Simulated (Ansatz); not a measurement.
# CH6Si, triplet: from triple and quadruple zeta to the limit

```xyz
8

Si   -0.9103    0.0000    0.0000
H    -1.4051    1.3997    0.0000
H    -1.4051   -0.6999    1.2122
H    -1.4051   -0.6999   -1.2122
H     0.5743    0.0000    0.0000
C     2.0247    0.0000    0.0000
H     2.4392    0.0000    0.9962
H     2.4392    0.0000   -0.9962
```

Ansatz 0.2.0, UHF determinant, valence electrons correlated. Energies in eV.

```csv
set,X,functions,Hartree–Fock,MP2 correlation,CCSD(T) correlation,time
def2-TZVPP,3,157,-8984.1052,-7.6208,-9.1997,3.9 s on 1 × NVIDIA H100 80GB HBM3 with 1 thread of AMD EPYC 7R13 Processor (Zen 3) (shared host)
def2-QZVPP,4,307,-8984.4088,-8.1313,-9.6332,15 s on 1 × NVIDIA H100 80GB HBM3 with 1 thread of AMD EPYC 7R13 Processor (Zen 3) (shared host)
```

Hartree–Fock is taken to follow E(X) = E∞ + A·exp(−7.88·√X), correlation E(X) = E∞ + B·X^−2.97.

Cautions: lower spins were not checked.

Task: Work out the CCSD(T) energy at the limit, and how far the shortcut misses it that extrapolates MP2 and adds CCSD(T) minus MP2 from the smaller set.

Result: Hartree–Fock: E∞ = E4 + 0.1377·(E4 − E3) = -8984.4507. Correlation: E∞ = E4 + 0.7407·(E4 − E3) = -9.9544 for CCSD(T) and -8.5095 for MP2. The limit is -8994.4050 eV, 0.363 eV below def2-QZVPP. The shortcut gives a correlation energy of -8.5095 + (-1.5788) = -10.0883, 134 meV lower than the direct value.

Past Ne part of the Hartree–Fock step between the two sets comes from the cores, which don't follow the formula, so the 42 meV that it adds to the total can overshoot; that part largely cancels in differences.
